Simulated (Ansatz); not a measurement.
A made-up structure of C2H4Li (charge -1), singlet:

Li1  (-0.480, 0.138, 1.759)
C2  (-0.323, -0.732, 0.140)
C3  (0.413, 0.574, -0.011)
H4  (0.166, -1.465, -0.534)
H5  (0.431, 0.980, -1.041)
H6  (-0.003, 1.372, 0.620)
H7  (1.482, 0.482, 0.268)
(Å)

It is relaxed with PBE-D4/def2-SVPD and then PBE0-D4/def2-TZVPD (Ansatz 0.2.0). Atoms count as bonded within 1.22 times the sum of their covalent radii (H–H: 0.88 Å). The end point is not checked to be a true minimum.

(1) Does its bonding change? (Judge from chemistry; the calculation decides.)

Answers

(1) Computed: Yes. Formed: none; broken: Li1–C3, Li1–H6.

Where it ends: The first stage lowers the energy by 0.60 eV in 13 steps. It ends as C₂H₄Li ([Li][CH][CH3]), total charge -1:
```xyz
7
angstrom
Li -1.5407 -0.6315 1.7906
C -0.0603 -0.4705 0.5299
C 0.6632 0.6941 -0.0949
H -0.0266 -1.3081 -0.1966
H 0.2489 1.0317 -1.0644
H 0.6790 1.5814 0.5525
H 1.7230 0.4524 -0.3165
```

Labels in which every atom is bracketed show which atoms are joined, not bond orders.

For scale, one of the runs: PBE0-D4/def2-TZVPD relaxation, 127 basis functions, launched by `ansatz run in.yaml --threads 2 --pin off --events-out ev --progress --plain --max-ram 4352MiB`. Hardware: 2 CPU threads of an Arm Neoverse V1, shared host. Wall time about 21 s.
